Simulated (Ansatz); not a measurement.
## Correlation methods on C2H, doublet

Calculated in Ansatz's Gaussian-basis code; BCCD by scripts on PySCF. Settings: STO-3G; 2 core orbitals frozen; no relativity. Perturbation and coupled-cluster methods stand on the Hartree–Fock determinant that coupled cluster favours; RHF here means ROHF, with semicanonical perturbation theory. The state met can differ between shapes. Small basis; these aren't basis-limit values. The unrestricted determinant is a mixture of spins, so it may stand for another state.

Shape A. A bond is stretched, to 2.71 times the sum of the covalent radii.

```xyz
3

C     0.0000    0.0000    0.0000
H     0.0000    0.0000   -2.9002
C     0.0000    0.0000    1.2170
```

Shape B. A bond is stretched, to 1.98 times the sum of the covalent radii.

```csv
atom,x (Å),y (Å),z (Å)
C,0.0000,0.0000,0.0000
H,0.0000,0.0000,-2.1149
C,0.0000,0.0000,1.2170
```

Shape C. A bond is stretched, to 1.68 times the sum of the covalent radii.

| atom | x (Å) | y (Å) | z (Å) |
| --- | --- | --- | --- |
| C | 0.0000 | 0.0000 | 0.0000 |
| H | 0.0000 | 0.0000 | -1.8008 |
| C | 0.0000 | 0.0000 | 1.2170 |

Correlation energy of CCSD(T), then each method's total less that of CCSD(T), in eV:

| case | E corr CCSD(T) | CCSD | BCCD | BCCD(T) | determinant |
| --- | --- | --- | --- | --- | --- |
| A RHF | -7.143 | +0.348 | +0.334 | -0.001 | – |
| B RHF | -7.507 | +0.173 | +0.258 | +0.021 | 0.04 eV over the lowest such Hartree–Fock solution met |
| B UHF | -3.374 | +0.039 | +0.032 | -0.102 | ⟨S²⟩ = 2.312 |
| C RHF | -6.084 | +0.081 | +0.089 | -0.001 | – |

Give full CI less CCSD(T). Is CCSD(T) good to 1 kcal/mol?

A RHF: -0.069 eV (outside); B RHF: +0.041 eV (within); B UHF: -0.208 eV (outside, spin-contaminated determinant); C RHF: -0.033 eV (within).
